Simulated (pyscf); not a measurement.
AuH + hydrogen fluoride (HF) → F–Au + hydrogen (H₂), a four-centre exchange (singlet surface; Au–H, F–H broken, Au–F, H–H formed). Structures and frequencies: ωB97X-D3(BJ)/def2-SVP in PySCF. Energies in kcal/mol from the separated reactants.

AM1 to PM7: differences of heats of formation from MOPAC, which are fitted to 298 K values and so differ in kind from electronic energies by zero-point and thermal terms. 

**Question.** In single points PM7 puts the saddle at 30.0 kcal/mol and the reaction energy at +54.8 kcal/mol. Should these be trusted to within a few kcal/mol? Compare with ωB97M-D3(BJ)/def2-TZVP.

**Answer.** ωB97M-D3(BJ)/def2-TZVP gives ΔE‡ = 47.2 kcal/mol and ΔE = +30.7 kcal/mol. PM7 lies 17.2 kcal/mol under it in the barrier and 24.1 kcal/mol over it in the reaction energy, so on this step it does not hold to within 3.0 kcal/mol. At PM7 this geometry lies under one side, so its ΔE‡ may be no barrier of that level. ωB97M-D3(BJ)/def2-TZVP has limits of its own. On the reactant side the descent ends in a bound adduct, 9.9 kcal/mol under the separated species and 55.9 kcal/mol under the saddle at ωB97X-D3(BJ)/def2-TZVP. The products may also form a dative adduct at F–Au; it and routes through it were not searched. At the saddle there is also a short Au–H contact that neither side keeps. This is the saddle that the search found; another between the same sides may lie lower. In the def2 sets elements past Kr carry core potentials, without spin-orbit coupling.
